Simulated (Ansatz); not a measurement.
fcc Ni was calculated with rVV10 (PAW; Ansatz, a quantum-chemistry and plane-wave program).

Run with plane-wave cutoff 520 eV, 26×26×26 k mesh, Fermi–Dirac smearing 0.05 eV, spin-polarised with parallel moments, scalar-relativistic PAW data made under PBE.

Computed points:

| V (Å³/atom) | E − E_lowest (meV/atom) | P (GPa) |
|---|---|---|
| 10.401 | 27.10 | 13.91 |
| 10.622 | 11.55 | 8.71 |
| 10.844 | 2.77 | 4.10 |
| 11.065 | 0.00 | -0.01 |
| 11.286 | 2.59 | -3.67 |
| 11.507 | 9.95 | -6.92 |
| 11.729 | 21.55 | -9.82 |

Estimate the bulk modulus from the pressures at 10.844 and 11.286 Å³/atom, and compare it with a fit to all energies.

B = −V dP/dV. Between V = 10.844 and 11.286 Å³/atom, dP/dV = (-3.67 − (4.10))/(11.286 − 10.844) = -17.6 GPa per Å³/atom; at the midpoint 11.065 Å³/atom this gives B ≈ 195 GPa. The third-order Birch–Murnaghan fit gives V0 = 11.064 Å³/atom, B0 = 194 GPa, B′ = 4.8, which lies within 1 % of that estimate.

Measured, for comparison: bulk modulus 192 GPa (0 K value with the zero-point phonon effect removed, our sources range from 186 to 195; as tabulated in Mejia-Rodriguez and Trickey (2018), arXiv:1807.09216); equilibrium volume per atom 10.79 Å³/atom (static lattice: zero-point anharmonic expansion removed; as tabulated in Mejia-Rodriguez and Trickey (2018), arXiv:1807.09216). Computed (rounded) less measured: bulk modulus +1 % (inside the range of the sources held), equilibrium volume per atom +2.5 %.

Computed values are for the static lattice.
